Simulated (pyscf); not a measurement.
Structures and frequencies: ωB97X-D3(BJ)/def2-SVP in PySCF.

**Question.** H₂B–NH₂ -> HB=NH + H₂
Surface: singlet. Broken: B–H, H–N. Formed: H–H. Give ΔE‡ and ΔE from ωB97M-D3(BJ)/def2-TZVP, relative to the reactant's lowest minimum found.

**Answer.** ΔE‡ = 3.38 eV, ΔE = +1.68 eV. Zero-point energy shifts the barrier by -0.21 eV. It is an elimination, with an imaginary mode of 1471i cm⁻¹. At the saddle there is also a short B–H contact that neither side keeps. One saddle was located; it need not be the lowest between these sides.
